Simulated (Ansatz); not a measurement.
From input file to script: C₂HClOS, SMILES SC1=C(Cl)O1 in Ansatz 0.2.0.

```yaml
crystal:
  periodic: [false, false, false]
  atoms:
    - { symbol: S, position_ang: [-0.0861, 1.6045, 0.3281] }
    - { symbol: C, position_ang: [0.3702, 0.1047, 0.8304] }
    - { symbol: C, position_ang: [-0.0877, -1.0838, 0.415] }
    - { symbol: Cl, position_ang: [-1.1945, -1.3972, -0.7193] }
    - { symbol: O, position_ang: [1.2266, -0.7087, 0.1021] }
    - { symbol: H, position_ang: [-0.1864, 1.4164, -1.0025] }
basis:
  gaussian: { orbitals: "6-31G*" }
hamiltonian:
  xc: pbe
output:
  forces: true
```

Launched from the shell:
```console
$ ansatz run input.yaml --threads 1 --pin off --max-ram 4096MiB --backend cpu --events-out ev --progress --plain --runs-dir out
Engine: ansatz 0.2.0, aarch64-unknown-linux-gnu
Functional definition: PBE
  parameter kappa = 0.804
  parameter beta = 0.06672455060314922
  exchange = pbe_x(kappa = kappa, mu = beta*pi^2/3)
  correlation = pbe_c(beta = beta)
938 factors; their error is unknown
mean field evaluation 1: about -27468.2639 eV, gradient 5.0e1 eV
mean field evaluation 2: about -27421.0939 eV, gradient 1.4e2 eV
mean field evaluation 4: about -27469.6181 eV, gradient 4.0e1 eV
mean field evaluation 8: about -27474.1662 eV, gradient 1.5e0 eV
mean field evaluation 16: about -27474.1045 eV, gradient 2.2e-1 eV
mean field -27474.10465244 eV, -1009.6547233602 hartree, gradient 2.6e-5 eV, S^2 0.000000; 1 other end points of the search recorded, 0 dependent functions left out
the calculation of the forces begins
reference -27474.10467733 eV, -1009.6547242747 hartree; 27, 27 occupied and 58, 58 virtual orbitals, 938 factors
Total energy: -27474.10467733 eV, -1009.6547242747 hartree
Atom 0 at    -0.086100     1.604500     0.328100 Å, force    -0.639697     4.167519     0.963845 eV/Å
Atom 1 at     0.370200     0.104700     0.830400 Å, force    -1.478770    -1.282684     1.128711 eV/Å
Atom 2 at    -0.087700    -1.083800     0.415000 Å, force     0.427420     1.342676     1.198450 eV/Å
Atom 3 at    -1.194500    -1.397200    -0.719300 Å, force    -2.333124    -1.304255    -1.647911 eV/Å
Atom 4 at     1.226600    -0.708700     0.102100 Å, force     4.355195    -2.187834    -0.927249 eV/Å
Atom 5 at    -0.186400     1.416400    -1.002500 Å, force    -0.331024    -0.735422    -0.715845 eV/Å
Dipole moment:    -0.314225    -0.077778    -0.215815 e Å
```

`run_energy.py`
```python
"""Single point of C2HClOS in a Gaussian basis."""

import ansatz
import numpy as np

geometry_ang = [
    ("S", (-0.0861, 1.6045, 0.3281)),
    ("C", (0.3702, 0.1047, 0.8304)),
    ("C", (-0.0877, -1.0838, 0.415)),
    ("Cl", (-1.1945, -1.3972, -0.7193)),
    ("O", (1.2266, -0.7087, 0.1021)),
    ("H", (-0.1864, 1.4164, -1.0025)),
]
system = ansatz.Crystal.molecule()
for symbol, xyz in geometry_ang:
    system = system.atom(symbol, xyz)

model = (
    system.calculation()
    .basis(gaussian="6-31G*")
    .functional("pbe")
    .forces()
)
summary = model.session().plan(threads=1).execute().report

print(f"E = {summary['free_energy_ev']:.6f} eV = {summary['free_energy_ev'] / 27.211386246:.7f} Ha")
print("converged:", summary["converged"], " doubts:", summary["published_state_doubts"] or "none")

symbols = [site.symbol for site in system.cartesian_sites]
forces = np.array(summary["forces_ev_ang"])
print("largest force", round(float(np.linalg.norm(forces, axis=1).max()), 4), "eV/A, rms", round(float(np.sqrt((forces ** 2).mean())), 4))

charges = summary["charge_distribution"]
dipole = np.array(charges["dipole_moment_e_ang"]) * 4.803205
print("dipole (D): {:.3f} {:.3f} {:.3f}, length {:.3f}".format(*dipole, np.linalg.norm(dipole)))
print("atom  Mulliken   Lowdin")
for symbol, m, l in zip(symbols, charges["mulliken_charges_e"], charges["lowdin_charges_e"]):
    print(f"{symbol:4s} {m:9.3f} {l:8.3f}")
```

Running `python run_energy.py` prints:
```text
E = -27474.104677 eV = -1009.6547243 Ha
converged: True  doubts: none
largest force 4.9613 eV/A, rms 1.8689
dipole (D): -1.509 -0.374 -1.037, length 1.869
atom  Mulliken   Lowdin
S       -0.004    0.180
C        0.056   -0.275
C        0.055   -0.284
Cl       0.147    0.365
O       -0.364   -0.063
H        0.111    0.078
```

Caveats:
- These settings explore the input space; basis and method may be short of convergence.
- The geometry is a force-field or estimated start, not a minimum of this method, and the basis set is short of its limit.
- The Löwdin charges here are taken after orthogonalising the functions within each atom; they differ from plain Löwdin charges, and their signs can be unphysical.
- Hardware and time: 3.2 s on 1 thread of Arm Neoverse V2, on a shared host, peak memory 0.19 GiB.

(Lines on the test bed's own set-up are left out of the output.)
